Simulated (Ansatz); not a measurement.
This geometry of AlH5S (7 atoms, charge 0, multiplicity 1) is a first-order saddle point.

Theory: RKS PBE0-D4/cc-pVDZ (Ansatz 0.2.0).

```xyz
7
Properties=species:S:1:pos:R:3
Al 0.098 -0.233 -0.079
H -0.120 -0.062 1.616
H 1.565 0.227 -0.474
H -1.272 -0.026 -0.855
S 0.266 -2.561 0.693
H -1.073 -2.767 0.635
H 0.035 -1.220 1.533
```

Question: Which two structures does it join? (They come from a converged band through this point; their orientation in space is the band's.)

Answer: Bonds broken: Al1–H2, S5–H7. Bonds formed: H2–H7. AlH5S becomes AlH3S + H2.

First end point:

```xyz
7
Properties=species:S:1:pos:R:3
Al -0.049 0.073 -0.010
H -0.583 0.534 1.432
H 1.511 0.243 -0.341
H -1.101 -0.050 -1.214
S 0.085 -2.462 0.471
H -1.118 -2.597 1.083
H 0.754 -2.384 1.649
```

Last end point:

```xyz
7
Properties=species:S:1:pos:R:3
Al 0.108 -0.695 -0.270
H 0.060 0.340 1.930
H 1.502 0.038 -0.466
H -1.312 -0.024 -0.506
S 0.200 -2.868 0.145
H -1.147 -3.023 0.147
H 0.088 -0.411 2.089
```

Question: How far does it lie above each of them?

Answer: 0.47 eV above the first and 0.93 eV above the second. This is the barrier of this one path; another mechanism may lie lower. The orbitals stay closed-shell, which can raise the energy where a bond breaks towards radicals; this wasn't checked here.

The run took 2.1 min on 1 thread of Arm Neoverse V1, on a shared host, peak memory 0.12 GiB.
